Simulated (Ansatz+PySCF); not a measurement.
Results of a calculation; reference values are marked as such.
A run of Ansatz (development build ahead of 0.2.0) on triplet NH at this shape:

| atom | x (Å) | y (Å) | z (Å) |
| --- | --- | --- | --- |
| N | 0.0000 | 0.0000 | -0.1439 |
| H | 0.0000 | 0.0000 | 1.0075 |

Its results:

```
Converged                                                          : yes
Reference energy                                                   : -54.92986 hartree
Correlation energy                                                 : -0.06256 hartree
Total energy                                                       : -54.99242 hartree
Spin squared of the determinant                                    : 2.000
Occupied orbitals by symmetry in an Abelian subgroup (alpha; beta) : 3 A1 1 B1 1 B2; 3 A1
```

Problem. Which input gives this output? Name the method, the orbitals and the basis set, and write the input.

Solution. ROHF-MP2 in 6-31G.

```yaml
crystal:
  periodic: [false, false, false]
  atoms:
    - { symbol: "N", position_ang: [0.0, 0.0, -0.14393] }
    - { symbol: H, position_ang: [0.0, 0.0, 1.00753] }
basis:
  gaussian: { orbitals: "6-31G" }
magnetization:
  initial_magnetization: 2
hamiltonian:
  xc: hf
correlation:
  method: mp2
  frozen_orbitals: { H: 0, "N": 1 }
```
